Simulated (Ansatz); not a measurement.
`O[BH][AlH2]` + H–F → `F[BH][AlH2]` + H₂O at 600 K and 1 bar (ligand exchange at a B–O bond).

Calculated with Ansatz (gas phase, PBE0-D4/def2-TZVP geometries, no zero-point term in ΔE). CCSD(T)/CBS is the MP2 limit (def2-TZVPP, def2-QZVPP) plus CCSD(T) − MP2 in def2-TZVPP, frozen cores. This one scheme is used for every species. One conformer a species, not always the lowest.

```tsv
species	CCSD(T)/CBS energy (Eh)	H − E (kJ/mol)	S (J/(mol·K))
`O[BH][AlH2]`	-344.38728	150.3	361.7
H–F	-100.39570	42.3	194.0
`F[BH][AlH2]`	-368.40257	113.7	353.8
H₂O	-76.37941	76.8	212.8
```

H − E and S are ideal-gas, rigid-rotor, harmonic terms from PBE0-D4/def2-TZVP, for one conformer and one mirror image of each species. 1 Eh = 2625.50 kJ/mol, R = 8.31446 J/(mol·K).

Question: By hand: ΔE, ΔH, ΔS and ΔG.

Answer: ΔE = (-368.40257) + (-76.37941) − (-344.38728) − (-100.39570) = 0.00100 Eh = 2.6 kJ/mol. Δ(H − E) = 113.7 + 76.8 − 150.3 − 42.3 = -2.1, so ΔH = 0.5 kJ/mol. ΔS = 353.8 + 212.8 − 361.7 − 194.0 = 10.9 J/(mol·K). ΔG = 0.5 − 600 × (10.9)/1000 = -6.0 kJ/mol.

Question: By hand: the equilibrium constant, and the temperature at which ΔG would vanish if ΔH and ΔS stayed fixed.

Answer: log₁₀ K = −ΔG/(RT ln 10) = 0.5. ΔG = 0 at ΔH/ΔS = 46 K, though so small a ΔH makes that figure unsure.

TΔS isn't small against ΔH here. A doubt of 5 kJ/mol in ΔE shifts log₁₀ K by 0.4 here. Other conformers and mirror images would add mixing entropy, several J/(mol·K) or more a flexible species. These are equilibria of isolated gas molecules and say nothing of rates. Largest T1 diagnostic: 0.014 (customary marks: 0.02 for closed shells, 0.045 for open ones).
